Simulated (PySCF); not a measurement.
These are PBE-D3(BJ)/def2-TZVP // PBE0-D3(BJ)/def2-SVP in PySCF values and carry that method's errors. Isolated molecules, 0 K electronic values unless said otherwise. 

Reference species (SMILES): `O` (neutral, multiplicity 1).

| Property | Value |
|---|---|
| dipole moment | 2.05 D |
| HOMO | -6.98 eV |

Changed species: `OC` (free base CH3OH; the reference has free base H2O).

### Question
Predict the effect on the dipole moment and HOMO.

### Answer
the dipole moment drops by 0.47 D, to 1.58 D; the HOMO rises by 0.81 eV, to -6.17 eV.
